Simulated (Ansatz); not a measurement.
**HBAl, doublet in 6-31G: errors against full CI**

Geometry: a point of a stretch scan, not a stationary point.

| atom | x (Å) | y (Å) | z (Å) |
| --- | --- | --- | --- |
| B | 0.0000 | -0.1150 | 1.1453 |
| Al | 0.0000 | 0.0126 | -3.4669 |
| H | 0.0000 | 0.1023 | 2.3217 |

Basis 6-31G; Ansatz 0.2.0. Only valence electrons are correlated (noble-gas cores frozen), which leaves 7 electrons in 18 orbitals. R marks a restricted (for open shells ROHF) determinant, U an unrestricted one. Active spaces: pair = (3e, 3o) about the gap; valence = (7e, 9o) chosen from the atoms' valence shells.

Full CI is exact within this basis and frozen core; it isn't the basis-set limit. The frozen core follows each run's orbitals, which can shift R against U totals by a few meV.

HF rows are the lowest solutions found. Coupled cluster chose its determinant by trial CCSD, here up to 0.16 eV above the lowest Hartree–Fock solution of its kind, and MP2 stands on that determinant too. For open shells CISD is restricted-active-space CI with the open shells as a complete middle space.

The UHF ⟨S²⟩ is 1.203. The ⟨S²⟩ of the determinant under UCCSD is 0.750 and the T1 diagnostic (RCCSD) is 0.0117. The largest doubles amplitude (RCCSD) is 0.110 and the T1 diagnostic (UCCSD) is 0.0117.

| level | E − E(full CI) (kJ/mol) | share of correlation (%) | wall time |
| --- | --- | --- | --- |
| RHF | 239.4 | 0.00 | – |
| RMP2 | 95.7 | 60.02 | – |
| UMP2 | 95.7 | 60.02 | – |
| CISD | 18.8 | 92.13 | 0.48 s |
| RCCSD | 3.4 | 98.60 | – |
| UCCSD | 3.3 | 98.60 | – |
| RCCSD(T) | 1.1 | 99.56 | 1.8 s |
| UCCSD(T) | 1.1 | 99.56 | 6 s |
| BCCD(T) | 1.1 | 99.55 | 1.8 s |
| RCCSDT | 0.2 | 99.93 | – |
| UCCSDT | 0.2 | 99.93 | – |
| RCCSDT(Q) | 0.1 | 99.98 | 3.9 s |
| UCCSDT(Q) | 0.0 | 99.98 | 8.5 s |
| RCCSDTQ | 0.0 | 100.00 | 23 s |
| UCCSDTQ | 0.0 | 100.00 | 29 s |
| CASSCF (pair space) | 194.8 | 18.62 | – |
| NEVPT2 (pair space) | 81.8 | 65.83 | 0.66 s |
| CASSCF (valence space) | 52.8 | 77.95 | – |
| NEVPT2 (valence space) | 20.2 | 91.57 | 2.4 s |
| MRCISD (valence space) | 1.0 | 99.57 | – |
| MRCISD+Q (valence space) | 0.2 | 99.93 | 3.5 s |

The correlation energy at full CI, counted from RHF, is -2.481 eV. That run took 19 s on 1 thread of Arm Neoverse V2, shared host over 1,249,920 determinants.

Run but not shown, since their state, orbitals or frozen core can't be matched to the reference's or they repeat it: UHF.

Times hold each run's SCF and search for its determinant on a shared host, so for small cases they say little of a method's own cost; they ran on 1 thread of Arm Neoverse V2.

The full-CI state has the irrep A' of Cs, in the program's axes (one component, if the state is degenerate).

Natural occupations of full CI about the gap: 1.973 1.907 1.865 0.997 0.062 0.062 0.042 0.041 0.022 0.009; effectively unpaired electrons, Σ n²(2−n)², 1.14.
